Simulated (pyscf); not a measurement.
Optimised with ωB97X-D3(BJ)/def2-SVP in PySCF. Correlated levels are frozen-core, on RHF or UHF. ΔMP2 is the change of the MP2 total energy from the triple- to the quadruple-zeta basis.

### Question
What are the homolytic bond dissociation enthalpies (298 K) of H₂C=CH–C≡N at CCSD(T)/def2-TZVPP + ΔMP2(QZVPP), weakest first?

### Answer
C–H to H₂C=C•–C≡N + H•: 4.72 eV; C–H to •HC=CH–C≡N + H•: 4.96 eV; C–C to •HC=CH₂ + •C≡N: 5.76 eV. Ring and multiple bonds, and those that leave no two simple radicals, are not listed. The radicals are drawn with the spin at the cut bond; how far it spreads was not checked. •HC=CH–C≡N lies 0.33 eV over its isomer H₂C=C•–C≡N, and others may lie lower still (electronic energy, ωB97M-D3(BJ)). Other isomers of •HC=CH₂, H₂C=C•–C≡N were not searched in full and may lie lower. The CCSD(T) − MP2 part came from Ansatz, without density fitting, on the same reference. An open-shell T1 diagnostic exceeds 0.045. A UHF reference is spin-contaminated (<S²> up to 1.38), which harms MP2 most.
